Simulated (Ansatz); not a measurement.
Ideal-gas functions of ClHMg, SMILES `[MgH][Cl]` at 600 K and 1 bar, from an Ansatz frequency run at PBE0-D4/def2-TZVP.

Molar mass 60.77 g/mol, point group C∞v (symmetry number 1), electronic degeneracy 1, moments of inertia 77.794 u Å². Harmonic wavenumbers (cm⁻¹, unscaled): 310, 310, 477, 1672.

Use S(trans) = R[1.5 ln M + 2.5 ln T − 1.1517]; rotational temperatures θ = 24.2544 K / I; S(rot) = R[ln(T/σθ) + 1]; for each mode x = 1.438777 ν̃/T, S = R[x/(eˣ − 1) − ln(1 − e⁻ˣ)] and H = RT x/(eˣ − 1); 1 cm⁻¹ = 0.0119627 kJ/mol; R = 8.31446 J/(mol·K).

**Question.** By hand: the entropy, in J/(mol·K).

**Answer.** Translation 174.6. Rotation: θ = 0.3118 K, giving 71.2. Vibration, mode by mode: 10.97, 10.97, 7.64, 0.77, in all 30.3. Electronic 0.0. Sum 276.1 J/(mol·K).

**Question.** By hand: H − E and G − E in kJ/mol, counted from the electronic energy.

**Answer.** Zero-point energy ½ × 2769 × 0.0119627 = 16.6; thermal vibration 9.8; translation, rotation and pV give 3.5 RT = 17.5. H − E = 43.9 kJ/mol, and G − E = 43.9 − 600 × 276.1/1000 = -121.8 kJ/mol.

Vibration gives 11 % of the entropy.
